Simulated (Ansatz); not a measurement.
**SnH4, triplet: the ladder up to UCCSDT(Q)**

Geometry: that of the SnH4, singlet, kept fixed. The singlet lies 7.6 eV lower here.

```yaml
atoms:
  - { symbol: Sn, position_ang: [0.0000, 0.0000, 0.0000] }
  - { symbol: H, position_ang: [0.9788, 0.9872, 0.9851] }
  - { symbol: H, position_ang: [-0.9890, -0.9799, 0.9822] }
  - { symbol: H, position_ang: [-0.9784, 0.9802, -0.9924] }
  - { symbol: H, position_ang: [0.9886, -0.9875, -0.9749] }
```

Basis def2-TZVPP with its core potentials; Ansatz 0.2.0. Only valence electrons are correlated (noble-gas cores and the filled d shells of p-block atoms frozen), which leaves 8 electrons in 97 orbitals. Prefix R: restricted or restricted open-shell reference; prefix U: unrestricted. Active spaces: valence = (8e, 8o) chosen from the atoms' valence shells. No spin–orbit coupling is included; scalar relativity enters through the core potentials alone.

Full CI isn't at hand for all of this; UCCSDT(Q) serves as the reference, and is uncertain by about the last step of the cluster series. The frozen core follows each run's orbitals, which can shift R against U totals by a few meV for light atoms and by up to 0.1 eV past Ca.

```
UHF ⟨S²⟩                          : 2.005
T1 diagnostic (RCCSD)             : 0.0244
largest doubles amplitude (RCCSD) : 0.033
T1 diagnostic (UCCSD)             : 0.0234
```

| level | E − E(UCCSDT(Q)) (mEh) | share of correlation (%) | wall time |
| --- | --- | --- | --- |
| UHF | 150.35 | 1.29 | – |
| UMP2 | 34.14 | 77.59 | – |
| UCCSD | 6.65 | 95.63 | – |
| UCCSD(T) | 2.07 | 98.64 | 51 s (H100) |
| UCCSDT | 0.34 | 99.78 | – |

The correlation energy at UCCSDT(Q), counted from RHF, is -4.145 eV. That run took 89 s on 2 threads of AMD EPYC 7R13 with a shared H100 80 GB, shared host.

Run but not shown, since their state or frozen core can't be matched to the reference's or they repeat it: RHF, RMP2, RCCSD, RCCSD(T), BCCD(T), RCCSDT, RCCSDT(Q), CASSCF (valence space), NEVPT2 (valence space), MRCISD (valence space), MRCISD+Q (valence space).

Times hold each run's SCF and search for its determinant on a shared host, so for small cases they say little of a method's own cost.

Natural occupations of CASSCF (valence space) about the gap: 1.979 1.957 1.957 1.010 0.997 0.044 0.028 0.028; effectively unpaired electrons, Σ n²(2−n)², 2.03.
